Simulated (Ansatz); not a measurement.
Basis-set extrapolation for C2H4ClF (`FCCCl`) (PBE0-D4/def2-TZVP geometry, frozen core, the Gaussian-basis code of Ansatz). Multiplicity 1, RHF reference.

```json
{"": "HF", "def2-TZVPP": "-637.085982", "def2-QZVPP": "-637.106829"}
{"": "MP2 correlation", "def2-TZVPP": "-0.782207", "def2-QZVPP": "-0.848620"}
{"": "CCSD(T) correlation", "def2-TZVPP": "-0.849498", "def2-QZVPP": "-0.913116"}
```

Energies in hartree. Use E(X) = E(∞) + A·exp(−7.88·√X) for Hartree–Fock and E(X) = E(∞) + B·X^(−2.97) for correlation, with X = 3 and 4.

**Question.** What is the CCSD(T) energy at the basis-set limit?

**Answer.** HF limit: -637.106829 + (-0.020847) × 0.13774 = -637.10970. Correlation limit: -0.913116 + (-0.063618) × 0.74074 = -0.96024. Total: -638.06994 hartree, 3.66 eV below CCSD(T)/def2-TZVPP.
